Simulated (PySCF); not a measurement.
These are B3LYP-D3(BJ)/def2-TZVP run with PySCF values and carry that method's errors. Gas-phase values, no solvent. B3LYP has the VWN-RPA correlation part, as in Gaussian. 

Reference species (SMILES): `[OH+]` (lower triplet) (charge +1, multiplicity 3).

```json
{
  "highest_occupied_spin_orbital": "-25.12 eV"
}
```

Changed species: `N#C[S+]` (lower triplet) (S, X = cyano, multiplicity 3; the reference has O, X = H, multiplicity 3).

Question: What does the change do to the highest occupied spin orbital?

Answer: the highest occupied spin orbital goes up by 8.23 eV, to -16.89 eV.
